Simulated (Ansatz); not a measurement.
## Worked example: the barrier

An elementary step of CH6ClSi, doublet (CH₃Cl ([CH3][Cl]) + SiH₃ → SiH₃Cl ([SiH3][Cl]) + CH₃; bonds formed: Cl1–Si3; bonds broken: Cl1–C2). “Start” is the structure reached by relaxing down from the saddle towards the reactants; PBE0-D4/def2-TZVP structures. The saddle:

```xyz
9
angstrom
Cl 0.0111 0.0192 0.2954
C 0.0864 0.1749 2.2445
Si -0.0842 -0.1715 -2.1856
H -0.8402 0.6627 2.5279
H 0.1649 -0.8437 2.6094
H 0.9675 0.7735 2.4492
H -0.8416 -1.4015 -2.5313
H -0.7718 1.0354 -2.7117
H 1.3077 -0.2491 -2.6978
```

Program: Ansatz 0.2.0. Basis: def2-TZVPP and def2-QZVPP. Cores are frozen in the correlated methods; orbitals are unrestricted.

Energies in eV:

| quantity | saddle | start |
| --- | --- | --- |
| Hartree–Fock, triple zeta (X = 3) | -21490.02043 | -21490.91337 |
| Hartree–Fock, quadruple zeta (X = 4) | -21490.69978 | -21491.56804 |
| MP2 correlation, X = 3 | -13.75462 | -13.38715 |
| MP2 correlation, X = 4 | -14.85897 | -14.46534 |
| CCSD(T) correlation, X = 3 | -15.90912 | -15.46279 |

(1) Work out the barrier at the basis limit: extrapolate Hartree–Fock as E(X) = E∞ + A exp(−7.88 √X) and the MP2 correlation as E(X) = E∞ + B X^−2.97 (the exponents that Neese and Valeev fitted for def2-TZVPP and QZVPP), then add CCSD(T) − MP2 in triple zeta.

The T1 diagnostic stays at or below 0.017. ⟨S²⟩ of the unrestricted Hartree–Fock references: 0.75 to 0.82 (a pure state has 0.75). The unrestricted reference is spin-contaminated, which hurts MP2 most.

Answers

(1) Each step is linear, so take the differences first (saddle − start): Hartree–Fock 0.89294 (X = 3) and 0.86826 (X = 4); MP2 correlation -0.36747 and -0.39363; CCSD(T) correlation -0.44633.
Two points give E∞ = E(4) + w [E(4) − E(3)], with w = 1/(exp(7.88 (2 − √3)) − 1) = 0.1377 for Hartree–Fock and w = 1/((4/3)^2.97 − 1) = 0.7407 for the correlation.
Hartree–Fock: 0.86826 + 0.1377 × (-0.02468) = 0.8649 eV.
MP2 correlation: -0.39363 + 0.7407 × (-0.02616) = -0.4130 eV.
CCSD(T) − MP2: -0.44633 − (-0.36747) = -0.0789 eV.
Sum: 0.8649 + (-0.4130) + (-0.0789) = 0.3730 eV, or 8.60 kcal/mol. Plain CCSD(T) in triple zeta gives 0.4466 eV, so the larger basis shifts the result by -0.0736 eV.

Radical steps of this kind take place in plasma deposition and etching.

Labels in which every atom is bracketed show which atoms are joined, not bond orders.

For scale, one of the runs: CCSD(T)/def2-TZVPP, 199 basis functions, launched by `ansatz run in.yaml --threads 4 --pin off --events-out ev --progress --plain --max-ram 9574MiB`. Time: 110 s of wall clock on 4 CPU threads of an Arm Neoverse V1; the host was shared. Peak host memory: 5.7 GiB.
